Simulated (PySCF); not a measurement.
Tetrahydrofuran, C4H8O.
Atom-mapped SMILES: `[CH2:1]1[CH2:2][CH2:3][O:4][CH2:5]1` (hydrogens: H6, H7 on C1; H8, H9 on C2; H10, H11 on C3; H12, H13 on C5)

The closed-shell SCF was solved with PySCF and density fitting under several settings on one GFN2-xTB geometry (grid level 2 and gas phase unless stated).

| settings | basis functions | SCF cycles | E (Eh) | HOMO (eV) | LUMO (eV) | dipole (D) |
| --- | --- | --- | --- | --- | --- | --- |
| PBE0/pcSseg-1 | 125 | 12 | -232.1497 | -6.96 | 1.37 | 1.86 |
| PBE0/def2-SVPD | 167 | 12 | -232.0258 | -7.07 | 0.72 | 1.85 |

Problem. Estimate the row for these settings: LC-wPBE/pcSseg-1, IEF-PCM water, grid level 1.

Solution. 
```json
{"settings": "LC-wPBE/pcSseg-1, IEF-PCM water, grid level 1", "basis functions": "125", "SCF cycles": "9", "E (Eh)": "-232.2922", "HOMO (eV)": "-9.84", "LUMO (eV)": "3.78", "dipole (D)": "2.44"}
```

Problem. Over all rows, what range does the HOMO–LUMO gap span?

Solution. From 7.79 eV (PBE0/def2-SVPD) to 13.62 eV (LC-wPBE/pcSseg-1, IEF-PCM water, grid level 1). The functional of the narrowest has 25 % exact exchange, that of the widest range-separated exact exchange.

Problem. And the dipole moment?

Solution. From 1.85 D (PBE0/def2-SVPD) to 2.44 D (LC-wPBE/pcSseg-1, IEF-PCM water, grid level 1); the largest is 1.32 times the smallest, and the median is 1.86 D.

Problem. Compare two rows with the functional PBE0: PBE0/pcSseg-1 and PBE0/def2-SVPD. Which energy is lower, and by how much?

Solution. PBE0/pcSseg-1 (125 functions) lies 0.1239 Eh or 78 kcal/mol below PBE0/def2-SVPD (167 functions). The smaller set gives the lower energy; the two sets aren't nested, so the variational bound doesn't order them by size.

Cycle counts include a coarse-grid stage where the run had one. The species at its GFN2-xTB geometry (one conformer only).
